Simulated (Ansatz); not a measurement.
Where CCSD(T) holds and where it slips

Each species is computed at the geometry given (Å), with frozen cores, in Ansatz 0.2.0: RHF-CCSD(T) for singlets, UHF-CCSD(T) otherwise, and full CI in the same basis. The program picks the determinant by trial CCSD, so it needn't be the lowest Hartree–Fock solution. States: NaO⁺ Σ⁻ or Δ, SiN Π, HSiC Π, BeS⁺ Π. Cases whose determinant has another symmetry than full CI's state, or whose (Q) step broke down, weren't drawn.

Judging by size, spin and bonding and the diagnostics given, rank them by the size of CCSD(T)'s error in total energy against full CI in the same basis, smallest first (an estimate).
A. BeS⁺, doublet, cc-pVDZ: S 0.000 0.000 0.000; Be 0.000 0.000 2.069. T1 0.027, (T) -146 meV in a correlation energy of -4.07 eV
B. NaO⁺, triplet, cc-pVDZ: O 0.000 0.000 0.000; Na 0.000 0.000 2.517. T1 0.007, (T) -27 meV in a correlation energy of -3.27 eV
C. HSiC, doublet, 6-31G: Si 0.000 0.000 0.099; C 0.000 0.000 -2.166; H 0.000 0.000 2.067. T1 0.107, (T) -209 meV in a correlation energy of -3.33 eV
D. SiN, doublet, 6-31G: Si 0.000 0.000 0.000; N 0.000 0.000 2.174. T1 0.090, (T) -127 meV in a correlation energy of -3.19 eV

B (4.8 meV), A (39.6 meV), D (131.1 meV), C (278.5 meV).

```csv
species,basis,correlated electrons,CCSD(T) − full CI (meV),CCSDT(Q) − full CI (meV),unpaired electrons (full CI),T1,⟨S²⟩ of the determinant
"NaO⁺, triplet",cc-pVDZ,6,4.8,-1.6,2.01,0.007,2.01
"BeS⁺, doublet",cc-pVDZ,7,39.6,-3.3,1.08,0.027,0.77
"SiN, doublet",6-31G,9,131.1,6.6,1.77,0.090,1.97
"HSiC, doublet",6-31G,9,278.5*,37.2,1.88,0.107,2.26
```

Unpaired electrons are Σ n²(2−n)² over natural occupations; an open shell counts its own unpaired electrons too. Frozen cores follow each run's orbitals, which moves totals by a few meV. No single determinant describes HSiC, doublet well, by full CI's occupations. An asterisk marks runs whose energy the program itself flagged as in doubt.
